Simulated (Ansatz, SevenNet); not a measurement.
For hcp Ru, the machine-learned potential SevenNet-l3i5 (trained on PBE and PBE+U data) gives:

| Property | Value |
|---|---|
| equilibrium lattice constant a | 2.734 Å |
| lattice parameter c | 4.307 Å |

Q: What does PBE0 in Ansatz (PAW) give for the same quantities?

A: 
- lattice constant a: 2.681 Å (shrinks by 1.9 %)
- lattice parameter c: 4.238 Å (falls by 1.6 %)

For comparison: lattice constant a 2.706 Å (measured, 293 K, not corrected to a static lattice, sources range from 2.700 to 2.706; as tabulated in Wikipedia's data pages); lattice parameter c 4.282 Å (measured, 293 K, not corrected to a static lattice; as tabulated in Wikipedia's data pages).

Changes are worked out from the printed values.

Unless a cell is named, each level is at its own relaxed cell (SevenNet-l3i5 13.94, PBE0 13.19 Å³/atom).

Ansatz's density-functional and Hartree–Fock values are scalar-relativistic unless marked +SOC, with PAW data made under PBE.

Ansatz is a program for electronic structure.
